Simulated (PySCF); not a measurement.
Some computed properties have been withheld. Give your best values.

BS (doublet state).
Geometry (PBE0-D3(BJ)/def2-SVP, Å), atoms numbered from 1 in this order:
```xyz
2
BS angstrom
B      0.8097   -0.0066   -0.0047
S     -0.8042    0.0091   -0.0236
```

```tsv
property	level	value
point group	PBE0-D3(BJ)/def2-SVP	?
rotational constant B (linear)	PBE0-D3(BJ)/def2-SVP	23.689 GHz
dipole moment	PBE0-D3(BJ)/def2-SVP	?
isotropic g value	unrestricted PBE0/pcH-1, mean-field spin–orbit	1.99610
spin squared ⟨S²⟩	unrestricted PBE0/pcH-1	?
largest isotropic hyperfine couplings (means over sets of like nuclei)	unrestricted PBE0/pcH-1, mean-field spin–orbit	11B +825.0 (B1), 33S +2.9 (S2) MHz
```

Gas-phase values; electronic properties from PySCF, density fitting. Geometry: PBE0-D3(BJ)/def2-SVP; no solvent, vibrations or thermal averaging.

What is the dipole moment?

0.84 D.

What is the spin squared ⟨S²⟩?

0.770.

What is the point group?

C∞v.

At 9.50 GHz, hν = g·μB·B₀ (B₀ the magnetic field) puts the centre of the isotropic spectrum, to first order, at 340.0 mT. g_iso is shifted by about -6220 ppm from the free-electron value 2.002319. The dipole equals about 2.8 × 10⁻³⁰ C·m (1 D = 3.33564 × 10⁻³⁰ C·m). ⟨S²⟩ is 0.020 above the pure-spin value S(S + 1) = 0.75. B corresponds to 0.7902 cm⁻¹ (most abundant isotopes). Point group C∞v permits a dipole; with 0.84 D the species has a pure rotational spectrum.
